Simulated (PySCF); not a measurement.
## Highest orbital energy against ionisation energy along the third row

Calculated with PySCF 2.14, no spin-orbit coupling. Each cell gives −ε(HOMO) / ΔSCF in eV; NIST values include spin-orbit coupling, (s) semi-empirical, (t) theoretical.

```json
{"species": "Mg (aug-cc-pVDZ, non-relativistic)", "UHF": "6.888 / 6.624", "LDA": "4.800 / 7.752", "PBE": "4.727 / 7.650", "PBE0": "5.443 / 7.577", "r2SCAN": "4.828 / 7.392", "NIST (lowest levels)": "7.646"}
{"species": "Al (aug-cc-pV(D+d)Z, non-relativistic)", "UHF": "5.918 / 5.599", "LDA": "3.016 / 6.039", "PBE": "3.100 / 6.086", "PBE0": "3.911 / 6.100", "r2SCAN": "3.358 / 6.175", "NIST (lowest levels)": "5.986"}
{"species": "Si (aug-cc-pV(D+d)Z, non-relativistic)", "UHF": "8.192 / 7.649", "LDA": "4.576 / 8.245", "PBE": "4.613 / 8.210", "PBE0": "5.636 / 8.230", "r2SCAN": "4.932 / 8.334", "NIST (lowest levels)": "8.152"}
{"species": "P (aug-cc-pV(D+d)Z, non-relativistic)", "UHF": "10.675 / 9.936", "LDA": "6.300 / 10.595", "PBE": "6.301 / 10.505", "PBE0": "7.544 / 10.548", "r2SCAN": "6.719 / 10.652", "NIST (lowest levels)": "10.487"}
{"species": "S (aug-cc-pV(D+d)Z, non-relativistic)", "UHF": "10.225 / 9.230", "LDA": "6.109 / 10.556", "PBE": "6.096 / 10.415", "PBE0": "7.359 / 10.396", "r2SCAN": "6.348 / 10.365", "NIST (lowest levels)": "10.360"}
{"species": "Cl (aug-cc-pV(D+d)Z, non-relativistic)", "UHF": "13.055 / 11.827", "LDA": "8.176 / 13.224", "PBE": "8.106 / 13.002", "PBE0": "9.582 / 12.994", "r2SCAN": "8.448 / 13.055", "NIST (lowest levels)": "12.968"}
{"species": "Ar (aug-cc-pV(D+d)Z, non-relativistic)", "UHF": "16.116 / 14.674", "LDA": "10.399 / 16.045", "PBE": "10.293 / 15.776", "PBE0": "11.998 / 15.799", "r2SCAN": "10.761 / 15.877", "NIST (lowest levels)": "15.760"}
```

How far is −ε(HOMO) from ΔSCF on average for each method, and why?

UHF 0.79 eV; LDA -4.15 eV; PBE -4.06 eV; PBE0 -2.88 eV; r2SCAN -3.78 eV. Hartree-Fock orbital energies lack relaxation and so exceed the ΔSCF value; semilocal functionals have convex E(N) from self-interaction, so their HOMO lies far too high; exact exchange moves hybrids part of the way back.
